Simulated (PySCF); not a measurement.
Species: CH₅B.
Bonds: B1–C2. Hydrogens: H3, H4 on B1; H5, H6, H7 on C2.

Method used: PBE0-D3(BJ)/def2-SVP geometry optimisation, gas phase in PySCF.

Task: List the bond lengths and angles at this level.

Result: 
```json
{"bond": "B1–C2", "length (Å)": "1.556"}
{"bond": "B1–H3, B1–H4", "length (Å)": "1.212"}
{"bond": "C2–H5, C2–H6, C2–H7", "length (Å)": "1.103"}
```

Bonds in one row agree within 0.01 Å and their mean is given. A selection of angles:
```json
{"angle": "C2–B1–H3", "degrees": "122.8"}
{"angle": "C2–B1–H4", "degrees": "119.5"}
{"angle": "H3–B1–H4", "degrees": "117.7"}
{"angle": "B1–C2–H5", "degrees": "109.2"}
{"angle": "B1–C2–H6", "degrees": "116.2"}
{"angle": "H5–C2–H6", "degrees": "109.1"}
{"angle": "H5–C2–H7", "degrees": "104.0"}
```

B1 (three-coordinate boron) is planar (angles 122.8°, 119.5° and 117.7°, sum 360.0°, 0.00 Å off the plane of its three neighbours).

Point group: Cs (every atom within 0.08 Å of its image). Stationary, but not proved a minimum.
